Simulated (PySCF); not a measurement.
# 1,1-dichloroethane: 4 charge schemes on one density

Compound: 1,1-dichloroethane, C2H4Cl2.
Cartesian coordinates in Å at the GFN2-xTB level; atoms count from 1:
```
atom  x, y, z in Å
C1    -0.828   -0.012    0.020
C2     0.679    0.025    0.122
Cl3    1.333    1.411   -0.789
Cl4    1.387   -1.478   -0.522
H5    -1.244    0.908    0.425
H6    -1.211   -0.858    0.587
H7    -1.136   -0.113   -1.018
H8     1.030    0.127    1.151
```

Density: PBE0/pcSseg-1 (PySCF); schemes: Mulliken, IAO, Hirshfeld and ESP-fitted. Isolated species at its GFN2-xTB geometry, gas phase.

Problem. Do the Mulliken, IAO, Hirshfeld and ESP-fitted schemes agree on where the charge is highest?

Solution. All schemes agree: Mulliken H8 (+0.200); IAO H8 (+0.182); Hirshfeld H8 (+0.053); ESP-fitted H8 (+0.219).

Problem. At which atom do the 4 schemes differ most?

Solution. At C2: from -0.266 (Mulliken) to +0.045 e (Hirshfeld), 0.311 e apart.

Problem. Do the Mulliken, IAO, Hirshfeld and ESP-fitted schemes agree on where the charge is lowest?

Solution. The schemes don't all agree: Mulliken C2 (-0.266); IAO C1 (-0.425); Hirshfeld C1 (-0.128); ESP-fitted C1 (-0.283).

Problem. Give the atomic charges in each scheme.

Solution. In e:

```
atom       environment  Mulliken     IAO  Hirshfeld  ESP-fitted
  C1     methyl carbon    -0.202  -0.425     -0.128      -0.283
  C2      CHCl2 carbon    -0.266  -0.081     +0.045      -0.161
 Cl3    alkyl chlorine    -0.077  -0.083     -0.059      -0.086
 Cl4    alkyl chlorine    -0.077  -0.082     -0.059      -0.085
  H5   methyl hydrogen    +0.140  +0.162     +0.051      +0.129
  H6   methyl hydrogen    +0.140  +0.162     +0.051      +0.127
  H7   methyl hydrogen    +0.141  +0.165     +0.046      +0.141
  H8  methine hydrogen    +0.200  +0.182     +0.053      +0.219
```

Mean size of the charges over all atoms: IAO 0.168 e, Mulliken 0.155 e, ESP-fitted 0.154 e, Hirshfeld 0.062 e. Each set sums to the total charge, 0, to within 0.001 e. The ESP scheme is a least-squares fit of atom-centred charges to the potential on four shells outside the van der Waals surface, with the total charge fixed.

Problem. How many electrons does the Mulliken scheme count on Cl3?

Solution. Z − q = 17 − (-0.077) = 17.077.

Problem. Sum the charges by element.

Solution. 
| element | atoms | Mulliken | IAO | Hirshfeld | ESP-fitted |
| --- | --- | --- | --- | --- | --- |
| C | 2 | -0.467 | -0.506 | -0.083 | -0.444 |
| Cl | 2 | -0.154 | -0.165 | -0.118 | -0.171 |
| H | 4 | +0.621 | +0.671 | +0.202 | +0.616 |

Problem. How closely do the schemes follow one another over all atoms?

Solution. Correlation coefficient and root-mean-square difference: Mulliken with ESP-fitted 0.96, 0.048 e; IAO with ESP-fitted 0.96, 0.062 e; IAO with Hirshfeld 0.89, 0.142 e; Mulliken with IAO 0.85, 0.104 e; Hirshfeld with ESP-fitted 0.79, 0.120 e; Mulliken with Hirshfeld 0.61, 0.136 e.
